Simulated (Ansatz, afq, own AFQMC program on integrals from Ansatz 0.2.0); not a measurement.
# Al$_{2}$, singlet: AFQMC among the cluster methods

```yaml
atoms:
  - { symbol: Al, position_ang: [0.0000, 0.0000, 0.0000] }
  - { symbol: Al, position_ang: [0.0000, 0.0000, 3.7860] }
```

Basis cc-pVDZ. Only valence electrons are correlated. Integrals, coupled cluster, full CI and functionals: Ansatz 0.2.0; the random walks run on the same integrals in our own AFQMC program. The CISD trial takes its coefficients from CCSD amplitudes. Released means that phaseless walkers are propagated on without the constraint, phases kept. Uncertainties: one standard error, sampling alone.

Determinant: UHF, the one that the program's search chose, which needn't be the lowest solution. The geometry is a point of a scan.

Full CI on the same integrals is exact in this basis and with this determinant's frozen core.

Cautions: strong correlation (T1 0.169, weight of the determinant 0.61, largest double 0.13); unrestricted determinant spin contaminated (⟨S²⟩ 1.02 against 0.00); CCSD(T) is in doubt: among natural orbitals it converges to other amplitudes; the released energies are still falling, so no released level is given (meV from the phaseless value at times in 1/Eh: -2 ± 4 at 0.24, -12 ± 5 at 0.51, -17 ± 4 at 0.99, -27 ± 4 at 1.62, -33 ± 4 at 2.40); the next higher spin lies close (full CI puts it 14 meV above).

- T1 diagnostic: 0.1687
- weight of the determinant in the CISD state: 0.609
- ⟨S²⟩ of the determinant: 1.021
- size of the correlated space: 6 electrons in 26 orbitals

Reference: full CI, correlation energy -3.035 eV. The cautions show a poor starting determinant, so the rows tell how each method copes with it here, and full CI is the sure value.

```json
{"level": "HF", "E − E(reference) (kJ/mol)": "292.8", "share of correlation (%)": "0.00"}
{"level": "MP2", "E − E(reference) (kJ/mol)": "122.4", "share of correlation (%)": "58.19"}
{"level": "CCSD", "E − E(reference) (kJ/mol)": "23.2", "share of correlation (%)": "92.09"}
{"level": "CCSD(T)", "E − E(reference) (kJ/mol)": "10.4", "share of correlation (%)": "96.46"}
{"level": "CCSDT", "E − E(reference) (kJ/mol)": "1.8", "share of correlation (%)": "99.39"}
{"level": "CCSDT(Q)", "E − E(reference) (kJ/mol)": "0.1", "share of correlation (%)": "99.97"}
{"level": "CCSDTQ", "E − E(reference) (kJ/mol)": "0.1", "share of correlation (%)": "99.95"}
{"level": "ph-AFQMC/CISD", "E − E(reference) (kJ/mol)": "9.4 ± 0.4", "share of correlation (%)": "96.80"}
```

CCSDT and higher add their correlation energy to the determinant of the CCSD(T) run, since their own runs factorise the integrals more tightly (a shift of under 2 meV).
